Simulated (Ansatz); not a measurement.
Cr (model structure, started from the beta-Sn type, I4₁/amd, No. 141, 2 atoms in the cell): lattice constant a by level of theory

No measured value is used here.

```json
[
 {"level (code)": "PBE (Ansatz)", "value (Å)": "4.499"},
 {"level (code)": "PBEsol (Ansatz)", "value (Å)": "4.441"},
 {"level (code)": "PBE-D3(BJ) (Ansatz)", "value (Å)": "4.456"},
 {"level (code)": "r²SCAN (Ansatz)", "value (Å)": "4.454"}
]
```

PBE, PBEsol, PBE-D3(BJ), r²SCAN: the starting moments vanished in the run, and other orders were not tried. Ansatz's density-functional and Hartree–Fock values are scalar-relativistic unless marked +SOC, with PAW data made under PBE.

A model structure was made by putting elements into a prototype or built by hand; it is no filed structure, need not be a known phase, and can be a saddle point held by its symmetry.

Ansatz is an electronic-structure program.
